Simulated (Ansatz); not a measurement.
C2H2FNO2 (`OC1(O)N=C1F`), relaxed with RKS PBE-D4/def2-SVP in Ansatz from a rough embedded geometry. The force threshold is 0.03 eV/Å; the program also tests the step.

The species carries charge 0 and has multiplicity 1.

Start:

```xyz
8

O    -1.162    0.923    0.652
C    -0.011    0.060    0.344
O     1.248    0.420    0.905
N     0.067   -0.156   -1.191
C    -0.133   -1.114   -0.402
F    -0.373   -2.419   -0.395
H    -1.367    1.421   -0.146
H     1.730    0.863    0.232
```

```
        step  energy (eV)  largest force (eV/Å)  largest move (Å)
           1  -10385.9341                 3.153             0.000
           2  -10386.2934                 1.603             0.113
           3  -10386.3644                 0.450             0.072
           4  -10386.4050                 0.578             0.114
           5  -10386.4465                 0.442             0.079
6 (rejected)  -10386.3267                 2.245             0.199
           7  -10386.5059                 0.291             0.099
           8  -10386.5547                 0.339             0.100
           9  -10386.5949                 0.894             0.150
          10  -10386.6075                 0.425             0.039
          11  -10386.6111                 0.662             0.102
          12  -10386.6216                 0.133             0.018
          13  -10386.6217                 0.100             0.014
          14  -10386.6224                 0.026             0.009
```

End:

```xyz
8

O    -0.721    1.097    0.563
C     0.149    0.116    0.139
O     1.381    0.300    0.679
N     0.022   -0.342   -1.366
C    -0.228   -1.148   -0.420
F    -0.619   -2.411   -0.330
H    -1.473    1.121   -0.059
H     1.490    1.266    0.795
```

Hardware: 4 threads of a server CPU on a shared host. Wall time 34 s, peak host memory 0.19 GiB.
